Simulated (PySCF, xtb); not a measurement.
# BFH2S: which of two conformers lies lower

Structure X: `FBS`, a singlet. Structure Y: `FBS`, a singlet. Both are isolated molecules in the gas phase, relaxed with PBE0-D3(BJ)/def2-SVP.

X (Å):

```tsv
atom	x (Å)	y (Å)	z (Å)
B	0.4126	-0.2016	-0.9201
F	0.9137	-1.0819	-1.7691
S	-0.6492	-0.8100	0.3946
H	-0.8781	0.4057	0.9327
H	0.6785	0.9672	-1.0556
```

Y (Å):

```yaml
atoms:
  - { symbol: B, position_ang: [0.5007, 0.3356, -0.7092] }
  - { symbol: F, position_ang: [0.7815, -0.9390, -0.4916] }
  - { symbol: S, position_ang: [0.4861, 1.5209, 0.6354] }
  - { symbol: H, position_ang: [0.2507, 0.7148, -1.8261] }
  - { symbol: H, position_ang: [0.8120, 0.6394, 1.6085] }
```

Energies in hartree; the thermal terms are from GFN2-xTB frequencies at re-optimised GFN2-xTB minima (ideal gas, soft modes damped towards free rotors, one conformer each, 298.15 K, 1 atm) and include the zero-point energy:

|  | X | Y |
| --- | --- | --- |
| E, CCSD(T)/def2-TZVP | −523.532509 | −523.532752 |
| zero-point energy | 0.023675 | 0.023715 |
| H(298 K) − E | 0.028473 | 0.028487 |
| G(298 K) − E | −0.002100 | −0.002053 |

**Question.** Work out ΔE, ΔE₀, ΔH and ΔG for X → Y in kJ/mol (1 Eh = 2625.50 kJ/mol) and the equilibrium ratio [Y]/[X].

**Answer.** 1. ΔE = −523.532752 − (−523.532509) = −0.000243 Eh = −0.64 kJ/mol.
2. ΔE₀ = ΔE + ΔZPE = −0.000243 + (+0.000040) Eh = −0.53 kJ/mol.
3. ΔH = ΔE + (+0.000014) Eh = −0.60 kJ/mol.
4. ΔG = ΔE + (+0.000047) Eh = −0.51 kJ/mol, so ΔS = (ΔH − ΔG)/T = −0.3 J/(mol K).
5. kT = 0.9442 mEh, so K = [Y]/[X] = exp(−ΔG/kT) = exp(+0.21) ≈ 1.2.

The two are too close for this level to say which is favoured. An error of 4 kJ/mol in ΔG would change K by a factor of 5. Mirror images and further conformers aren't counted.

Other levels gave ΔE = −1.6 (PBE0-D3(BJ)/def2-SVP); −0.3 (HF/def2-TZVP); −0.6 (MP2/def2-TZVP) kJ/mol. The correlated steps freeze 7 core orbitals. Programs: PySCF 2.14.0, xtb 6.7.1.
